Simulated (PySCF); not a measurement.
Match the calculated data to a structure.

All candidates are C3H3NS.

| technique | computed result |
| --- | --- |
| 13C NMR | chemical shifts (computed TMS as zero) by class: 163.0 (1 C), 155.9 (1 C), 127.7 (1 C) ppm [GIAO B97-2/pcSseg-2] |
| 1H NMR | chemical shifts (computed TMS as zero) by class: 8.73 (1 H), 8.73 (1 H), 7.44 (1 H) ppm [GIAO B97-2/pcSseg-2] |
| Dipole | 2.44 D [B97-2/pcSseg-2] |
| Rotational structure | rotational constants A, B, C: 8.380, 5.916, 3.468 GHz [PBE0-D3(BJ)/def2-TZVP] |
| NMR, other nuclei | isotropic shieldings of nuclei other than C and H, by class: -73 (1 N), 94 (1 S) ppm [GIAO B97-2/pcSseg-2] |

Gas-phase values; electronic properties from PySCF, density fitting. Levels stand in brackets. Geometry: PBE0-D3(BJ)/def2-TZVP; no solvent, vibrations or thermal averaging. Each NMR value is the plain mean over a class of atoms that symmetry, rotation or inversion makes alike.

Question: Which candidate is it?
A. `c1cnsc1`
B. `c1cscn1`
C. `C=CSC#N`

Answer: A. It is `c1cnsc1`. Numbering: `[cH:1]1[cH:2][n:3][s:4][cH:5]1`. Its formula, C3H3NS, gives 3 degrees of unsaturation: 1 ring and 2 π bonds in the structure found (Kekulé form). 3 carbons fall into 3 classes; from least to most shielded: aromatic CH next to a ring nitrogen [C2] (163.0 ppm), aromatic CH next to a ring sulfur [C5] (155.9 ppm), aromatic CH carbon [C1] (127.7 ppm). Hydrogen classes from least to most shielded: 1 H on an aromatic CH next to a ring nitrogen, C2 (8.73 ppm), 1 H on an aromatic CH next to a ring sulfur, C5 (8.73 ppm), 1 H on an aromatic CH carbon, C1 (7.44 ppm). The other shieldings belong to: -73 ppm, pyridine-type nitrogen [N3]; 94 ppm, ring sulfur [S4]. The optimised geometry has point group Cs and is an asymmetric top.

The others, at the same levels:
- `C=CSC#N` fails: its computed 13C shifts are 129.9 (1 C), 123.0 (1 C), 113.5 (1 C) ppm, 1H shifts are 6.14 (1 H), 6.03 (1 H), 5.88 (1 H) ppm and rotational constant A is 6.838 GHz (against 8.380 GHz).
- `c1cscn1` fails: its computed 13C shifts are 159.3 (1 C), 150.7 (1 C), 124.7 (1 C) ppm and 1H shifts are 8.78 (1 H), 8.24 (1 H), 7.38 (1 H) ppm.

Each candidate is one conformer, not necessarily the lowest. The conformers computed, where there is a choice (atom-mapped SMILES and torsion angles):
- `[CH2:1]=[CH:2][S:3][C:4]#[N:5]`: C1–C2–S3–C4 0°
